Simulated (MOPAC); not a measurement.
MOPAC input (PM7):

```
PM7 FORCE THERMO(298,298) PRECISE LET CHARGE=1 GEO-OK AUX(PRECISION=9) THREADS=1
C4H5N2

C     1.21230481 1   -0.66076110 1   -0.06261391 1
C     1.12394687 1    0.74164854 1    0.06339600 1
N    -0.10553686 1    1.31954205 1    0.11859323 1
C    -1.22757915 1    0.55448582 1    0.05312756 1
C    -1.09188488 1   -0.84418253 1   -0.07267828 1
N     0.11443266 1   -1.43049861 1   -0.12856735 1
H     2.19257534 1   -1.17977607 1   -0.11185110 1
H     2.02276194 1    1.38182967 1    0.11829238 1
H    -0.18763574 1    2.34603454 1    0.21086826 1
H    -2.21681376 1    1.04436461 1    0.09977635 1
H    -1.97726426 1   -1.51166321 1   -0.13005969 1
```

From the output:

```
     H   11   0.017645   0.022313   0.015948   0.033138   4.080564

          HEAT OF FORMATION =     209.254028 KCALS/MOLE

          ZERO POINT ENERGY      52.169 KCAL/MOL

           NORMAL COORDINATE ANALYSIS (Total motion = 1 Angstrom)

   Root No.       1         2         3         4         5         6         7         8

                 1 A2      1 B1      1 A1      1 B2      2 B1      3 B1      2 A2      4 B1

                 314.9     378.6     624.6     638.5     647.1     799.2     920.2     937.3

           1    0.0000   -0.0000    0.0083    0.0759   -0.0000   -0.0000   -0.0000    0.0000
           2   -0.0000    0.0000   -0.0716    0.0817    0.0000    0.0000    0.0000   -0.0000
           3    0.0636   -0.0383   -0.0000    0.0000   -0.0419   -0.0144   -0.0257    0.0277
           4   -0.0000   -0.0000   -0.0102    0.0791    0.0000   -0.0000   -0.0000    0.0000
           5    0.0000    0.0000   -0.0718   -0.0767   -0.0000    0.0000    0.0000   -0.0000
           6   -0.0613   -0.0526   -0.0000   -0.0000    0.0382   -0.0180   -0.0400    0.0181
           7   -0.0000    0.0000   -0.1192    0.0008   -0.0000   -0.0000    0.0000   -0.0000
           8    0.0000   -0.0000   -0.0020   -0.0488    0.0000    0.0000   -0.0000    0.0000
           9   -0.0000    0.0795    0.0000   -0.0000   -0.0434   -0.0190    0.0000   -0.0579
          10    0.0000   -0.0000   -0.0126   -0.0765    0.0000   -0.0000    0.0000    0.0000
          11   -0.0000    0.0000    0.0714   -0.0793   -0.0000    0.0000   -0.0000   -0.0000
          12    0.0613   -0.0526    0.0000   -0.0000    0.0382   -0.0180    0.0400    0.0181
          13   -0.0000   -0.0000    0.0059   -0.0786   -0.0000   -0.0000    0.0000    0.0000
          14    0.0000    0.0000    0.0718    0.0791    0.0000    0.0000   -0.0000   -0.0000
          15   -0.0636   -0.0383    0.0000    0.0000   -0.0419   -0.0144    0.0257    0.0277
          16    0.0000    0.0000    0.1367   -0.0007    0.0000    0.0000   -0.0000   -0.0000
          17   -0.0000   -0.0000    0.0023    0.0406   -0.0000   -0.0000    0.0000    0.0000
          18    0.0000    0.0919   -0.0000    0.0000    0.0593    0.0093   -0.0000   -0.0136
          19    0.0000   -0.0000   -0.0907    0.0465   -0.0000    0.0000    0.0000   -0.0000
          20   -0.0000    0.0000   -0.0081    0.0922    0.0000   -0.0000   -0.0000    0.0000
          21    0.1856   -0.1008    0.0000    0.0000   -0.1742    0.1558    0.1934   -0.1383
          22   -0.0000   -0.0000    0.0781    0.0491    0.0000    0.0000    0.0000   -0.0000
          23    0.0000    0.0000   -0.0142   -0.0902   -0.0000   -0.0000   -0.0000    0.0000
          24   -0.1895   -0.1153   -0.0000   -0.0000    0.1512    0.1864    0.2408   -0.0953
          25   -0.0000    0.0000   -0.1142   -0.0009   -0.0000    0.0000   -0.0000    0.0000
          26    0.0000   -0.0000   -0.0019    0.0554    0.0000   -0.0000    0.0000   -0.0000
          27   -0.0000    0.2146    0.0000    0.0000   -0.0861    0.2226    0.0000    0.3699
          28    0.0000   -0.0000    0.0775   -0.0460    0.0000    0.0000   -0.0000   -0.0000
          29   -0.0000    0.0000    0.0168   -0.0918   -0.0000   -0.0000    0.0000    0.0000
          30    0.1895   -0.1153   -0.0000   -0.0000    0.1512    0.1864   -0.2408   -0.0953
          31   -0.0000   -0.0000   -0.0909   -0.0496   -0.0000    0.0000   -0.0000   -0.0000
          32    0.0000    0.0000    0.0050    0.0906    0.0000   -0.0000    0.0000    0.0000
          33   -0.1856   -0.1008    0.0000    0.0000   -0.1742    0.1558   -0.1934   -0.1383

   Root No.       9        10        11        12        13        14        15        16

                 2 A1      5 B1      3 A2      2 B2      3 B2      3 A1      4 A1      5 A1

                 983.5     994.8    1009.8    1096.5    1166.3    1170.0    1202.2    1260.2

           1   -0.0480    0.0000    0.0000    0.0514   -0.0525   -0.0009    0.0383    0.0120
           2   -0.0601   -0.0000   -0.0000   -0.0356   -0.0076   -0.0299    0.0464    0.0295
           3   -0.0000    0.0489    0.0553   -0.0000    0.0000   -0.0000    0.0000    0.0000
           4   -0.0397   -0.0000   -0.0000   -0.0435    0.0435   -0.0029   -0.0327   -0.0089
           5    0.0717    0.0000    0.0000   -0.0370   -0.0107    0.0326    0.0406    0.0372
           6    0.0000   -0.0483   -0.0450   -0.0000   -0.0000    0.0000    0.0000    0.0000
           7    0.0852    0.0000   -0.0000   -0.0009   -0.0000   -0.0255   -0.0493   -0.0228
           8    0.0014   -0.0000   -0.0000    0.0538    0.0020   -0.0004   -0.0008   -0.0004
           9   -0.0000    0.0209   -0.0000    0.0000    0.0000    0.0000    0.0000    0.0000
          10   -0.0372   -0.0000    0.0000    0.0447   -0.0431   -0.0018   -0.0313   -0.0076
          11   -0.0730    0.0000   -0.0000   -0.0355   -0.0122   -0.0326   -0.0417   -0.0375
          12   -0.0000   -0.0483    0.0450   -0.0000    0.0000   -0.0000   -0.0000   -0.0000
          13   -0.0500    0.0000   -0.0000   -0.0502    0.0527   -0.0019    0.0399    0.0129
          14    0.0584   -0.0000    0.0000   -0.0373   -0.0058    0.0299   -0.0450   -0.0291
          15    0.0000    0.0489   -0.0553   -0.0000   -0.0000    0.0000   -0.0000   -0.0000
          16    0.0890   -0.0000    0.0000   -0.0009   -0.0000   -0.0128    0.0497    0.0128
          17    0.0015    0.0000    0.0000    0.0522    0.0019   -0.0002    0.0008    0.0002
          18   -0.0000   -0.0197    0.0000    0.0000    0.0000    0.0000   -0.0000   -0.0000
          19   -0.1019   -0.0000   -0.0000   -0.1384   -0.1581    0.1946    0.1219   -0.1410
          20   -0.0217    0.0000    0.0000    0.0792    0.0583   -0.1402   -0.0056    0.1184
          21    0.0000   -0.1808   -0.2321    0.0000    0.0000   -0.0000   -0.0000    0.0000
          22   -0.1063    0.0000    0.0000    0.1235    0.1468    0.1275   -0.1823    0.1651
          23    0.0276   -0.0000   -0.0000    0.0743    0.0567    0.1098   -0.0552    0.1440
          24    0.0000    0.1836    0.1676    0.0000   -0.0000    0.0000    0.0000    0.0000
          25    0.0799   -0.0000   -0.0000    0.0008   -0.0025   -0.0204   -0.0514   -0.0177
          26    0.0013    0.0000    0.0000   -0.0477    0.1487   -0.0003   -0.0009   -0.0003
          27   -0.0000   -0.0363   -0.0000   -0.0000    0.0000    0.0000    0.0000    0.0000
          28   -0.1053    0.0000   -0.0000   -0.1259   -0.1487    0.1311   -0.1841    0.1699
          29   -0.0312   -0.0000    0.0000    0.0701    0.0517   -0.1054    0.0491   -0.1384
          30    0.0000    0.1836   -0.1676    0.0000    0.0000   -0.0000    0.0000   -0.0000
          31   -0.1026   -0.0000    0.0000    0.1356    0.1560    0.1898    0.1216   -0.1370
          32    0.0183    0.0000   -0.0000    0.0838    0.0636    0.1466    0.0097   -0.1231
          33    0.0000   -0.1808    0.2321    0.0000   -0.0000    0.0000   -0.0000   -0.0000

   Root No.      17        18        19        20        21        22        23        24

                 4 B2      5 B2      6 A1      6 B2      7 A1      7 B2      8 A1      8 B2

                1291.0    1387.8    1509.8    1564.1    1608.9    1672.6    2645.9    2655.9

           1    0.0173   -0.0166    0.0381    0.0187   -0.1386   -0.0491    0.0036   -0.0117
           2   -0.0087   -0.0220   -0.0611    0.0363    0.0624    0.0748    0.0018   -0.0166
           3   -0.0000   -0.0000   -0.0000    0.0000    0.0000    0.0000   -0.0000   -0.0000
           4    0.0124    0.0023    0.0492   -0.0640    0.1399   -0.0187    0.0063   -0.0095
           5    0.0119   -0.0301    0.0529   -0.0046    0.0404   -0.0857   -0.0154    0.0098
           6    0.0000   -0.0000    0.0000    0.0000   -0.0000   -0.0000   -0.0000    0.0000
           7   -0.0002   -0.0007   -0.0530    0.0006   -0.0707   -0.0026   -0.0287   -0.0001
           8    0.0147    0.0427   -0.0009   -0.0346   -0.0012    0.1574   -0.0005    0.0039
           9    0.0000    0.0000    0.0000   -0.0000    0.0000    0.0000    0.0000    0.0000
          10   -0.0128   -0.0012    0.0510    0.0642    0.1412    0.0215    0.0058    0.0092
          11    0.0114   -0.0301   -0.0512   -0.0024   -0.0357   -0.0850    0.0156    0.0101
          12    0.0000   -0.0000   -0.0000   -0.0000   -0.0000   -0.0000    0.0000    0.0000
          13   -0.0170    0.0174    0.0360   -0.0199   -0.1365    0.0466    0.0036    0.0123
          14   -0.0093   -0.0214    0.0624    0.0356   -0.0670    0.0764   -0.0017   -0.0162
          15    0.0000   -0.0000    0.0000    0.0000   -0.0000    0.0000   -0.0000   -0.0000
          16    0.0004   -0.0008   -0.0564    0.0011    0.0674    0.0020   -0.0006    0.0001
          17   -0.0234    0.0493   -0.0009   -0.0673    0.0011   -0.1171   -0.0000   -0.0052
          18   -0.0000    0.0000    0.0000   -0.0000   -0.0000   -0.0000   -0.0000   -0.0000
          19   -0.1757    0.1006   -0.1318   -0.0162    0.0463    0.0181   -0.0177    0.1399
          20    0.1011   -0.0823    0.0457    0.0354   -0.0278    0.0004   -0.0319    0.2422
          21    0.0000   -0.0000    0.0000    0.0000   -0.0000    0.0000   -0.0000    0.0000
          22   -0.1821   -0.0969   -0.1258    0.0531   -0.0380   -0.0174   -0.1132    0.0944
          23   -0.1084   -0.0805   -0.0637    0.0668   -0.0462   -0.0435    0.1781   -0.1540
          24   -0.0000   -0.0000    0.0000    0.0000    0.0000    0.0000    0.0000   -0.0000
          25   -0.0010   -0.0047   -0.0409   -0.0074   -0.0389    0.0041    0.4344   -0.0000
          26    0.0595    0.2806   -0.0007    0.4395   -0.0007   -0.2413    0.0073    0.0025
          27    0.0000    0.0000    0.0000    0.0000    0.0000   -0.0000   -0.0000    0.0000
          28    0.1857    0.0996   -0.1279   -0.0553   -0.0396    0.0188   -0.1071   -0.0892
          29   -0.1022   -0.0772    0.0594    0.0650    0.0449   -0.0429   -0.1818   -0.1571
          30   -0.0000   -0.0000    0.0000    0.0000    0.0000   -0.0000   -0.0000   -0.0000
          31    0.1722   -0.0978   -0.1302    0.0150    0.0453   -0.0181   -0.0188   -0.1479
          32    0.1070   -0.0856   -0.0501    0.0360    0.0294   -0.0002    0.0313    0.2374
          33    0.0000   -0.0000    0.0000    0.0000   -0.0000   -0.0000    0.0000    0.0000

   Root No.      25        26        27

                 9 A1      9 B2     10 A1

                2659.1    2665.1    2689.1

           1   -0.0108   -0.0064    0.0047
           2   -0.0179   -0.0119    0.0109
           3   -0.0000   -0.0000    0.0000
           4   -0.0067    0.0115   -0.0092
           5    0.0063   -0.0175    0.0150
           6    0.0000   -0.0000    0.0000
           7   -0.0096    0.0001   -0.0132
           8   -0.0002   -0.0040   -0.0002
           9    0.0000   -0.0000    0.0000
          10   -0.0064   -0.0109   -0.0087
          11   -0.0065   -0.0178   -0.0153
          12   -0.0000   -0.0000   -0.0000
          13   -0.0114    0.0068    0.0050
          14    0.0176   -0.0117   -0.0108
          15    0.0000   -0.0000   -0.0000
          16   -0.0002    0.0000    0.0012
```

The dipole moment of an ion depends on the origin.
